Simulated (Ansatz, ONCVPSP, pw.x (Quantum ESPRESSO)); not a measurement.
# What a changed setting does to a pw.x run (bcc H)

Potential: optimised norm-conserving Vanderbilt (ONCV), ONCVPSP 4.0.1.1 (patched build), LDA (Perdew-Wang 92); core none, reference 1s1; waves: 1s: rc 0.80 bohr, ncon 3, nbas 6, qcut 8.6 1/bohr, 2 projectors, debl 0.8 Ha; p scattering state at 0.2 Ha: rc 0.75 bohr, ncon 4, nbas 8, qcut 8.9 1/bohr, 3 projectors, debl 3.4 Ha; local part: polynomial inside 0.60 bohr (lpopt 4, dvloc0 2 Ha); core correction: none.

The reference run (k-mesh 18³, cutoffs 80/320 Ry, Fermi–Dirac 0.01 Ry, mixing_beta 0.4, conv_thr 1e-9, no spin) gives -2.95 GPa at 2.974 Å³/atom, where all-electron LAPW gives -2.42 GPa. This run, with its own iteration cap, changes ecutwfc (ecutrho with it) to 5, a wrong or extreme entry chosen on purpose.

```
&control
  calculation='scf', prefix='x', pseudo_dir='./', outdir='./tmp', tstress=.true., disk_io='none'
/
&system
  ibrav=0, nat=1, ntyp=1, ecutwfc=5, ecutrho=20, nbnd=7,
  occupations='smearing', smearing='fd', degauss=0.01
/
&electrons
  conv_thr=1e-09, mixing_beta=0.4, electron_maxstep=70
/
ATOMIC_SPECIES
H 1.0 H.UPF
CELL_PARAMETERS angstrom
  -0.90592795 0.90592795 0.90592795
  0.90592795 -0.90592795 0.90592795
  0.90592795 0.90592795 -0.90592795
ATOMIC_POSITIONS crystal
H 0.0000 0.0000 0.0000
K_POINTS automatic
18 18 18 0 0 0
```

```bash
pw.x < H.scf.in > H.scf.out
```

Q: How does the run end?

A: It stops with "memory_report: more bands than PWs!".

```
Message from routine setup:
     using ibrav=0 with symmetry is DISCOURAGED, use correct ibrav instead
     lattice parameter (alat)  =       2.9652  a.u.
     unit-cell volume          =      20.0695 (a.u.)^3
     number of electrons       =         1.00
     number of Kohn-Sham states=            7
     kinetic-energy cutoff     =       5.0000  Ry
     charge density cutoff     =      20.0000  Ry
     scf convergence threshold =      1.0E-09
     Exchange-correlation= SLA  PW   NOGX NOGC
     number of k points=   195  Fermi-Dirac smearing, width (Ry)=  0.0100
     Error in routine memory_report (1):
     more bands than PWs!
```

The run took about 0.5 s on one core of a shared host (Intel(R) Xeon(R) 6975P-C, 32 threads, 248 GiB, load 9).
